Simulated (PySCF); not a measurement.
## Vibration and rotation of AlP

PBE0 constants of AlP, ³Π (triplet), unpaired electrons σ ↑, π ↑ (basis Al def2-TZVP, P def2-TZVP; no relativity; PySCF 2.14; masses 26.9815 and 30.9738 u):

* ωe: 475.6 cm⁻¹
* ωexe: 2.67 cm⁻¹
* Be: 0.2398 cm⁻¹
* αe: 0.00173 cm⁻¹
* De to Al + P: 2.32 eV

(1) What force constant and bond length do these constants imply?

(2) Estimate the centrifugal constant D from the Kratzer relation and find the Dunham coefficient a1.

The state was picked by a PBE0 search and need not be the measured ground state.

## Answers

(1) Reduced mass μred = 14.420 u; k = 5.8918×10⁻⁷·μred·ωe² (u, cm⁻¹, mdyn/Å) = 1.92 mdyn/Å; Re = √(16.8576/(μred·Be)) (u, cm⁻¹, Å) = 2.208 Å.

(2) D = 4Be³/ωe² = 2.44e-07 cm⁻¹; a1 = −1 − αeωe/(6Be²) = -3.38.
